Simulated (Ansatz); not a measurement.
**Al₂ (triplet): from Hartree-Fock to the top rungs at distance Al1–Al2 = 8.404 Å, cc-pVDZ**

An exercise on one series of results from a longer session: the logs are not shown, and one member is left open.

Program: Ansatz 0.2.0, Gaussian basis. Level of theory: cc-pVDZ, core rule «outside noble gas», up to 10 orbitals frozen. These are calculated values, not measurements.

To be run: UHF; CCSD(T) on ROHF; CCSD(T) on UHF; BCCD(T) on ROHF; CISD; CCSDT(Q) on ROHF; CCSDT(Q) on UHF; CISDTQ; CASSCF and MRCISD+Q, 4 electrons in 4 orbitals; CASSCF and NEVPT2, 4 electrons in 4 orbitals; CASSCF and MRCISD+Q, 6 electrons in 8 orbitals; CASSCF and NEVPT2, 6 electrons in 8 orbitals; Full CI.

22 further runs of the same task are left out: 13 that didn't finish, 9 set aside as unsound or not needed.

## The geometry

The geometry derives from a PBE0/def2-TZVP stationary point (not a proven minimum). One bond is set to the value named and the two fragments are kept rigid.

2 atoms, charge 0, spin multiplicity 3.

Atoms are counted from 1 here; the program's logs count them from 0.

No contacts short enough for the rule that draws bonds.

The first run:

The input, in.yaml:

```yaml
crystal:
  periodic: [false, false, false]
  atoms:
    - {symbol: Al, position_ang: [0.000000, 0.000000, 0.000000]}
    - {symbol: Al, position_ang: [0.000000, 0.000000, 8.404000]}
basis:
  gaussian: {orbitals: cc-pVDZ}
magnetization: {spin_polarized: true, initial_magnetization: 2}
hamiltonian: {xc: hf}
output: {orbitals: {seedname: orbitals}}
```

On the command line:

```sh
$ ansatz run in.yaml --threads 1 --pin off --events-out ev --progress --plain --max-ram 2393MiB
```

Among the steps run: UHF; CCSD(T) on ROHF; CCSD(T) on UHF; BCCD(T) on ROHF; CISD; CCSDT(Q) on ROHF; CCSDT(Q) on UHF; CISDTQ; CASSCF and MRCISD+Q, 4 electrons in 4 orbitals; CASSCF and NEVPT2, 4 electrons in 4 orbitals; CASSCF and MRCISD+Q, 6 electrons in 8 orbitals; CASSCF and NEVPT2, 6 electrons in 8 orbitals; Full CI.

One of the session's tables, all rows but one given; the rest of the session is left out.

```
   method  from FCI (meV)
     ROHF         +2803.4
      UHF         +2619.7
     RMP2          +963.3
     UMP2          +955.7
     CISD          +232.6
    RCCSD           +65.9
    UCCSD           +57.7
 RCCSD(T)           +22.0
 UCCSD(T)           +20.4
  BCCD(T)               ?
   RCCSDT            +0.8
   UCCSDT            +0.8
   CISDTQ            +7.3
RCCSDT(Q)            +0.8
UCCSDT(Q)            +0.8
      FCI               0
```

Estimate the missing values for BCCD(T).

As computed: from FCI (meV): +21.8. In the column «from FCI (meV)» it lies between UCCSD(T) (+20.4) and RCCSD(T) (+22.0).

Left out of the table: CASSCF pair, NEVPT2 pair, MRCISD pair, MRCISD+Q pair, CASSCF valence, NEVPT2 valence, MRCISD valence, MRCISD+Q valence (the active space lost an orbital or holds another state than full CI finds).

To keep in mind: Levels on UHF freeze UHF's core orbitals, full CI those of ROHF, so the U rows can settle a little off it for that reason alone. Restricted and unrestricted rows rest on different reference determinants; where their highest levels disagree by more than a few hundredths of an eV, they describe different states and don't form one ladder. Warnings in the runs' records: passed over end.
